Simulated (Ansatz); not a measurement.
System: hcp Cd. Method: r²SCAN (PAW; Ansatz, an electronic-structure program).

Numerical settings: plane-wave cutoff 500 eV, 18×10×1 k mesh (along the axes of the cell as run), Fermi–Dirac smearing 0.1 eV, scalar-relativistic PAW data made under PBE.

Q: What does this level give for the surface energy of the (10-10) face and work function of the (10-10) face?

A: 
* **surface energy of the (10-10) face**: 0.48 J/m²
* **work function of the (10-10) face**: 4.06 eV

The slab of 10 atoms is relaxed and unreconstructed.

It cost around 90 core-minutes (rough) of CPU time.
